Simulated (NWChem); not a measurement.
System: SiF4; SMILES F[Si](F)(F)F

Results from NWChem. Pople sets run with spherical d functions. Each level has its own optimisation; frequencies are unscaled.

```csv
level,r F–Si (Å),highest harmonic frequency (cm⁻¹),lowest (cm⁻¹),zero-point energy (kcal/mol)
Hartree-Fock/STO-3G,1.585,1099,263,8.1
Hartree-Fock/3-21G,1.584,1156,270,8.6
Hartree-Fock/6-31G*,1.559,1105,275,8.5
B3LYP/6-31G*,1.580,1045,…,7.9
"LDA (Slater exchange, VWN5)/def2-SVP",1.584,1041,240,7.8
PBE/def2-SVP,1.603,1001,239,7.6
BLYP/def2-SVP,1.606,994,241,7.5
PBE0/def2-SVP,1.586,1041,248,7.9
```

**Question.** Complete the blanks.

**Answer.** 
- B3LYP/6-31G*, lowest (cm⁻¹): 255
